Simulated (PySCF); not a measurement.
Computed with ωB97X-D3(BJ)/def2-TZVP // PBE0-D3(BJ)/def2-SVP (PySCF 2.14.0). Gas-phase values, no solvent. Delta-SCF ions had no search for a lower state. 

Reference species (SMILES): `N` (neutral, multiplicity 1).

```
Item                                       Value
--------------------------------------  --------
vertical ionisation energy (Delta-SCF)  11.07 eV
dipole moment                             1.80 D
```

Changed species: `CN(C)C` (free base N(CH3)3; the reference has free base NH3).

What does the change do to the vertical ionisation energy (Delta-SCF) and dipole moment?

the vertical ionisation energy (Delta-SCF) falls by 2.68 eV, to 8.39 eV; the dipole moment falls by 1.33 D, to 0.47 D.
